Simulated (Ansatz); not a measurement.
AlMe2H (C2H7Al), relaxed as a singlet with RKS r2SCAN-D4/def2-TZVP in Ansatz, starting from the GFN2-xTB geometry. Force threshold 0.02 eV/Å.

Start:

```xyz
10

Al    0.589   -0.119    0.244
C     0.505    0.180   -1.721
H     0.155    1.185   -1.987
H    -0.165   -0.518   -2.237
H     1.494    0.062   -2.182
C    -0.911   -0.100    1.551
H    -1.636   -0.906    1.390
H    -1.489    0.832    1.530
H    -0.541   -0.215    2.578
H     1.999   -0.401    0.832
```

```csv
step,energy (eV),largest force component (eV/Å),SCF passes
1,-8784.0096,0.583,16
2,-8784.0594,0.331,18
3,-8784.0703,0.083,18
4,-8784.0724,0.032,18
5,-8784.0726,0.015,19
```

Force components are those of the run's own axes.

End:

```tsv
atom	x (Å)	y (Å)	z (Å)
Al1	0.692	-0.138	0.288
C2	0.467	0.172	-1.629
H3	0.083	1.181	-1.816
H4	-0.275	-0.512	-2.056
H5	1.390	0.062	-2.203
C6	-0.869	-0.089	1.461
H7	-1.562	-0.903	1.217
H8	-1.441	0.836	1.327
H9	-0.625	-0.178	2.522
H10	2.140	-0.432	0.889
```

By distances, no bond broke or formed. The bond that changes most is Al1–H10, from 1.55 to 1.60 Å (atoms count from 1).

No frequencies were taken in this run, so the end may be a saddle point.

It took 5 s on 4 threads of Arm Neoverse V2 on a shared host.
